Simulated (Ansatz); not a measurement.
Here is an Ansatz input file for CH₅ClSi, SMILES [SiH3]CCl. Write the same calculation for the Python package.

```yaml
crystal:
  periodic: [false, false, false]
  atoms:
    - { symbol: Si, position_ang: [-0.7932, 0.252, -0.1373] }
    - { symbol: C, position_ang: [0.9089, -0.2267, 0.0352] }
    - { symbol: Cl, position_ang: [1.0131, -1.4667, 1.2864] }
    - { symbol: H, position_ang: [-1.6397, -0.8265, -0.5585] }
    - { symbol: H, position_ang: [-0.9515, 1.33, -1.2235] }
    - { symbol: H, position_ang: [-1.3774, 0.9026, 1.1053] }
    - { symbol: H, position_ang: [1.5833, 0.6126, 0.3317] }
    - { symbol: H, position_ang: [1.3487, -0.6345, -0.8951] }
basis:
  gaussian:
    orbitals: "6-31G"
hamiltonian:
  xc: hf
md:
  timestep: 0.5
  n_steps: 40
  ensemble: nvt_nose_hoover
  temperature: 500.0
  nose_hoover:
    tau: 10.0
  initial_velocities: maxwell_boltzmann
  seed: 66
```

Script `run_md.py`:
```python
"""A short Born-Oppenheimer trajectory of CH5ClSi."""

import warnings

import ansatz as az
import numpy as np

BASIS = "6-31G"
XC = "hf"
N_STEPS = 40
TEMPERATURE_K = 500


def main() -> None:
    warnings.simplefilter("ignore", az.DeckWarning)

    geometry_ang = [
        ("Si", (-0.7932, 0.252, -0.1373)),
        ("C", (0.9089, -0.2267, 0.0352)),
        ("Cl", (1.0131, -1.4667, 1.2864)),
        ("H", (-1.6397, -0.8265, -0.5585)),
        ("H", (-0.9515, 1.33, -1.2235)),
        ("H", (-1.3774, 0.9026, 1.1053)),
        ("H", (1.5833, 0.6126, 0.3317)),
        ("H", (1.3487, -0.6345, -0.8951)),
    ]
    system = az.Crystal.molecule()
    for symbol, xyz in geometry_ang:
        system = system.atom(symbol, xyz)

    job = system.calculation()
    job = job.basis(gaussian=BASIS)
    job = job.functional(XC).md("nvt_nose_hoover", timestep=0.5, steps=N_STEPS, temperature=TEMPERATURE_K, initial_velocities="maxwell_boltzmann", seed=66, thermostat_time=10)
    frames = []
    job.session().plan().execute(on_event=lambda e: frames.append(e["data"]) if e["event"] == "md_step" else None)
    print("t (fs)   E_pot (eV)      E_kin (eV)   T (K)   d(0-1) (A)")
    for f in frames[::1]:
        xyz = np.array(f["positions_ang"])
        print(f"{f['time_fs']:6.2f} {f['lagrangian_ev']:14.5f} {f['e_kin_ev']:10.5f} {f['temperature_k']:8.1f} {np.linalg.norm(xyz[0] - xyz[1]):9.4f}")
    kept = np.array([f["conserved_ev"] for f in frames])
    print(f"conserved energy moves by at most {1000 * np.ptp(kept):.3f} meV")


if __name__ == "__main__":
    main()
```

```console
$ python run_md.py
t (fs)   E_pot (eV)      E_kin (eV)   T (K)   d(0-1) (A)
  0.00   -21471.49964    0.38778    500.0    1.7765
  0.50   -21471.51788    0.40535    522.7    1.7814
  1.00   -21471.51572    0.40281    519.4    1.7872
  1.50   -21471.48968    0.37698    486.1    1.7937
  2.00   -21471.44655    0.33485    431.8    1.8008
  2.50   -21471.40375    0.29360    378.6    1.8082
  3.00   -21471.38312    0.27439    353.8    1.8158
  3.50   -21471.39930    0.29133    375.6    1.8235
  4.00   -21471.45025    0.34246    441.6    1.8313
  4.50   -21471.51745    0.40999    528.6    1.8391
  5.00   -21471.57626    0.46983    605.8    1.8469
  5.50   -21471.60835    0.50362    649.4    1.8548
  6.00   -21471.60847    0.50560    651.9    1.8629
  6.50   -21471.58360    0.48228    621.8    1.8711
  7.00   -21471.54786    0.44758    577.1    1.8795
  7.50   -21471.51697    0.41719    537.9    1.8881
  8.00   -21471.50394    0.40416    521.1    1.8969
  8.50   -21471.51670    0.41639    536.9    1.9059
  9.00   -21471.55690    0.45539    587.2    1.9150
  9.50   -21471.61967    0.51597    665.3    1.9242
 10.00   -21471.69425    0.58682    756.6    1.9333
 10.50   -21471.76577    0.65234    841.1    1.9424
 11.00   -21471.81864    0.69627    897.8    1.9514
 11.50   -21471.84149    0.70697    911.6    1.9599
 12.00   -21471.83245    0.68284    880.4    1.9680
 12.50   -21471.80162    0.63460    818.3    1.9755
 13.00   -21471.76774    0.58139    749.6    1.9823
 13.50   -21471.74868    0.54098    697.5    1.9882
 14.00   -21471.75140    0.51999    670.5    1.9932
 14.50   -21471.76883    0.51139    659.4    1.9974
 15.00   -21471.78609    0.50094    645.9    2.0008
 15.50   -21471.79031    0.47695    615.0    2.0036
 16.00   -21471.77696    0.43635    562.6    2.0058
 16.50   -21471.75001    0.38446    495.7    2.0077
 17.00   -21471.71816    0.33087    426.6    2.0093
 17.50   -21471.69066    0.28496    367.4    2.0108
 18.00   -21471.67432    0.25309    326.3    2.0121
 18.50   -21471.67224    0.23753    306.3    2.0135
 19.00   -21471.68355    0.23664    305.1    2.0148
 19.50   -21471.70393    0.24556    316.6    2.0162
 20.00   -21471.72648    0.25725    331.7    2.0175
conserved energy moves by at most 4.241 meV
```

Notes:
- Total energies depend on the basis set; only differences at equal settings carry meaning.
- The trajectory is only some femtoseconds long, so its temperature is not equilibrated; where the script doesn't relax first, it starts from a rough generated geometry.
- The temperature counts the internal degrees of freedom alone.
- Timing: 27 s on 1 thread of Arm Neoverse V2, with other jobs on the host, peak memory 0.16 GiB.

(Lines on the test bed's own set-up are left out of the output.)
